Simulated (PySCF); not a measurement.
# Na2: magnetic properties

An exercise on one series of results from a longer session: the logs are not shown, and one member is left open.

Programs: PySCF 2.14.0, with routines of our own; each step states its level. All values are computed. Atoms count from 0.

### The starting structure

2 atoms, charge 0, multiplicity 1; geometry from: GFN2-xTB.

The first run:

What the job is given:

```
{"job": {"xc": "PBE0", "basis": "def2-SVP", "d3": "d3bj", "grid": 1, "kind": "geom"}, "charge": 0, "multiplicity": 1}
Na     1.367533    -0.002630    -0.003156
Na    -1.364777     0.003898    -0.010993
```

Launch:

```bash
OMP_NUM_THREADS=1 python excited_run.py task.json out
```

This one command runs all jobs of the session in turn.

Among the steps run: Optimising the geometry at PBE0-D3(BJ)/def2-SVP; Magnetic properties: GIAO LC-wPBE/aug-pcSseg-2; Magnetic properties: GIAO B3LYP/3-21G; Magnetic properties: GIAO B3LYP/def2-QZVP; Magnetic properties: GIAO B3LYP/pcSseg-2; Magnetic properties: GIAO B3LYP/ANO-RCC-VDZP; Magnetic properties: GIAO B3LYP/Sadlej pVTZ; Magnetic properties: GIAO B3LYP/cc-pVTZ; Magnetic properties: GIAO B3LYP/def2-TZVPD; Magnetic properties: GIAO B3LYP/aug-cc-pCVTZ; Magnetic properties: GIAO B3LYP/cc-pVDZ; Magnetic properties: GIAO B3LYP/STO-3G; Magnetic properties: GIAO B3LYP/def2-TZVP.

One table of the session follows, with a row left open; its other results are not shown here.

```
                    level  gap (eV)
GIAO LC-wPBE/aug-pcSseg-2         ?
         GIAO B3LYP/3-21G      2.01
     GIAO B3LYP/def2-QZVP      2.00
      GIAO B3LYP/pcSseg-2      2.00
  GIAO B3LYP/ANO-RCC-VDZP      2.03
   GIAO B3LYP/Sadlej pVTZ      2.00
       GIAO B3LYP/cc-pVTZ      1.99
    GIAO B3LYP/def2-TZVPD      2.00
  GIAO B3LYP/aug-cc-pCVTZ      2.00
       GIAO B3LYP/cc-pVDZ      2.00
        GIAO B3LYP/STO-3G      2.82
     GIAO B3LYP/def2-TZVP      2.01
```

**Question.** Estimate the row for GIAO LC-wPBE/aug-pcSseg-2.

As computed: gap (eV): 4.87. In the column «gap (eV)» it is the highest.

To keep in mind: GIAO B3LYP/STO-3G has a minimal basis, so it is left out of the spread where two other levels stand. Vibrational averaging and real surroundings are missing from these values.
